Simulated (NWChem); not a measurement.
Species: Al anion, triplet

Results from NWChem. Spin-unrestricted. The open p shell is one determinant without spherical averaging. Sets without diffuse functions describe the anion's extra electron poorly. No stability test was run on the SCF state. The highest occupied level is positive in some or all of these runs, so the extra electron may be held by the finite basis. Total energies compare along this basis series because the functional is fixed.

```json
[
 {"level": "PBE0/def2-SVP", "basis functions": "18", "energy (Ha)": "-242.1660", "highest occupied level (eV)": "1.96", "lowest empty minus highest occupied level, either spin (eV)": "1.68", "<S²>": "2.00"},
 {"level": "PBE0/def2-SVPD", "basis functions": "24", "energy (Ha)": "-242.1675", "highest occupied level (eV)": "1.90", "lowest empty minus highest occupied level, either spin (eV)": "1.72", "<S²>": "2.01"},
 {"level": "PBE0/def2-TZVP", "basis functions": "37", "energy (Ha)": "-242.2562", "highest occupied level (eV)": "1.66", "lowest empty minus highest occupied level, either spin (eV)": "1.65", "<S²>": "2.01"},
 {"level": "PBE0/def2-TZVPP", "basis functions": "42", "energy (Ha)": "-242.2562", "highest occupied level (eV)": "1.66", "lowest empty minus highest occupied level, either spin (eV)": "1.65", "<S²>": "2.01"},
 {"level": "PBE0/def2-QZVP", "basis functions": "70", "energy (Ha)": "-242.2714", "highest occupied level (eV)": "1.16", "lowest empty minus highest occupied level, either spin (eV)": "1.53", "<S²>": "2.01"}
]
```
